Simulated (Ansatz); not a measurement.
# SiH (doublet): the correlation ladder at distance Si1–H2 = 2.877 Å, cc-pVTZ

Aim: climb from Hartree-Fock through coupled cluster and multireference methods for SiH (doublet) at one geometry and basis, and see what each rung misses.

The runs use Ansatz 0.2.0, Gaussian basis; cc-pVTZ, core rule «outside noble gas», up to 5 orbitals frozen.

Plan: UHF; CCSD(T) on ROHF; CCSD(T) on UHF; BCCD(T) on ROHF; CISD; CCSDT(Q) on ROHF; CCSDT(Q) on UHF; CASSCF and MRCISD+Q, 3 electrons in 3 orbitals; CASSCF and NEVPT2, 3 electrons in 3 orbitals; CASSCF and MRCISD+Q, 5 electrons in 5 orbitals; CASSCF and NEVPT2, 5 electrons in 5 orbitals; Full CI.

22 further runs of the same task are left out: 1 for a known fault of the program, 19 that didn't finish, 2 set aside as unsound or not needed.

### Step 1. The geometry

The geometry derives from a PBE0/def2-TZVP stationary point (not a proven minimum). One bond is set to the value named and the two fragments are kept rigid.

2 atoms, charge 0, spin multiplicity 2.

Atoms are counted from 1 here; the program's logs count them from 0.

No contacts short enough for the rule that draws bonds.

### Step 2. UHF

in.yaml reads:

```yaml
crystal:
  periodic: [false, false, false]
  atoms:
    - {symbol: Si, position_ang: [0.000000, 0.000000, 0.000000]}
    - {symbol: H, position_ang: [0.000000, 0.000000, 2.877000]}
basis:
  gaussian: {orbitals: cc-pVTZ}
magnetization: {spin_polarized: true, initial_magnetization: 1}
hamiltonian: {xc: hf}
output: {orbitals: {seedname: orbitals}}
```

The run is started by

```console
ansatz run in.yaml --threads 1 --pin off --events-out ev --progress --plain --max-ram 2393MiB
```

After this run come: CCSD(T) on ROHF; CCSD(T) on UHF; BCCD(T) on ROHF; CISD; CCSDT(Q) on ROHF; CCSDT(Q) on UHF; CASSCF and MRCISD+Q, 3 electrons in 3 orbitals; CASSCF and NEVPT2, 3 electrons in 3 orbitals; CASSCF and MRCISD+Q, 5 electrons in 5 orbitals; CASSCF and NEVPT2, 5 electrons in 5 orbitals; Full CI.

**Question.** What will the summary of the whole plan be? Wanted: FCI below the RHF energy; RMP2 from FCI; UMP2 from FCI; RCCSD from FCI; RCCSD(T) from FCI; UCCSD(T) from FCI; RCCSDT(Q) from FCI; UCCSDT(Q) from FCI; NEVPT2 pair from FCI.

**Answer**, as computed:

| quantity | value |
| --- | --- |
| FCI below the RHF energy | -3.9543 eV |
| RMP2 from FCI | +135.8 kJ/mol |
| UMP2 from FCI | +84.7 kJ/mol |
| RCCSD from FCI | +27.2 kJ/mol |
| RCCSD(T) from FCI | +4.6 kJ/mol |
| UCCSD(T) from FCI | +11.7 kJ/mol |
| RCCSDT(Q) from FCI | 0.0 kJ/mol |
| UCCSDT(Q) from FCI | +0.1 kJ/mol |
| NEVPT2 pair from FCI | +55.8 kJ/mol |
| NEVPT2 valence from FCI | +49.4 kJ/mol |
| MRCISD+Q valence from FCI | +0.2 kJ/mol |
| levels within 1 kcal/mol (43 meV) | RCCSDT, UCCSDT, RCCSDT(Q), UCCSDT(Q), MRCISD+Q valence |
| T1 diagnostic | 0.097 |
| effectively unpaired electrons | 1.83 |

What this shows: RCCSD(T) misses by +4.6 kJ/mol, 1.2 % of the correlation energy. CCSD(T) misses by +4.6 kJ/mol on the restricted determinant and by +11.7 kJ/mol on the unrestricted one; the two need not hold the same state or core. With 1.8 effectively unpaired electrons against 1 the state is strongly multireference. Coupled cluster on one determinant still stays close here. Of the multireference levels listed MRCISD+Q valence comes nearest in total energy (+0.2 kJ/mol), which doesn't show that its space is the better one. These misses are within one basis, not against nature; the frozen cores of restricted and unrestricted runs differ, which can shift their rows.
